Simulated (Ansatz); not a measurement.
A made-up structure of CH3OSi (charge +1), closed shell:

O1  (0.532, -0.999, 0.519)
C2  (1.010, -1.885, 0.984)
Si3  (-0.316, 0.590, -0.308)
H4  (-1.455, -0.082, -0.957)
H5  (0.808, 1.017, -1.159)
H6  (-0.579, 1.358, 0.921)
(Å)

It is relaxed with PBE-D4/def2-SVP and then PBE0-D4/def2-TZVP (Ansatz 0.2.0). Atoms count as bonded within 1.22 times the sum of their covalent radii (H–H: 0.88 Å). The end point is not checked to be a true minimum.

Task: Does its bonding change? (Judge from chemistry; the calculation decides.)

Result: By the calculation: No: no bond forms or breaks.

Where it ends: The first stage lowers the energy by 0.17 eV in 4 steps. It ends as CH₃OSi ([C][O][SiH3]), total charge +1:
```xyz
6
angstrom
O 0.5132 -0.9609 0.5000
C 1.0027 -1.8766 0.9769
Si -0.3198 0.5985 -0.3116
H -1.4434 -0.1017 -0.9458
H 0.8169 0.9995 -1.1495
H -0.5697 1.3411 0.9299
```

Labels in which every atom is bracketed show which atoms are joined, not bond orders.

For scale, one of the runs: PBE0-D4/def2-TZVP relaxation, 117 basis functions, launched by `ansatz run in.yaml --threads 2 --pin off --events-out ev --progress --plain --max-ram 4352MiB`. The run took about 9.5 s on 2 CPU threads of an Arm Neoverse V1 (shared host).
